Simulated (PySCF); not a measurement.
Computed with PBE-D3(BJ)/def2-TZVP // B3LYP-D3(BJ)/def2-TZVP run with PySCF. Gas-phase values, no solvent. 

Reference species (SMILES): `C[B]C` (neutral, multiplicity 2).

```yaml
dipole_moment: 1.13 D
```

Changed species: `[SiH3]` (radical fragment; the reference has radical fragment).

Task: What does the change do to the dipole moment?

Result: the dipole moment drops by 1.10 D, to 0.03 D.
